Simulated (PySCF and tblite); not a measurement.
The numbers below are computed, except where a source is named.
C₅H₉N, numbered as in [CH3:1][CH:2]([CH3:3])[CH2:4][C:5]#[N:6].

The ensemble was built from 60 distance-geometry starts (ETKDG and KDG, MMFF94s, GFN2-xTB) and rests on GFN2-xTB geometries. Weights use PBE0-D3(BJ)/def2-SVP (IEF-PCM, benzene) energies plus GFN2-xTB zero-point and thermal terms (modes under about 100 cm⁻¹ blended into free rotors). Symmetry numbers and mirror images are counted. Conformers within 3 kcal/mol (GFN2-xTB free energy) were kept, 10 at most. Codes: tblite and PySCF.

Torsions listed: C1–C2–C4–C5. Of a mirror pair one member is shown.

```tsv
conformer	shape	symmetry	dipole D
1	62°	Cs	4.30
2	-63°	C1 (pair)	4.39
```

Question: Which of these conformers is the most populated at 298.15 K, and with what share?

Answer: Conformer 2, about 67 %. The lead over the next is within the error of the method.

Question: Give the DFT energies and free energies relative to the lowest, and all weights.

Answer: 
```tsv
conformer	shape	E(DFT) kcal/mol	G(298.15 K) kcal/mol	weight %
1	62°	0.00	0.41	33.2
2	-63°	0.08	0.00	66.8
```

Question: How does its share change from 250 K to 373.15 K?

Answer: From 66 % to 67 %; the mixing entropy goes from 2.18 to 2.18 cal/(mol K).
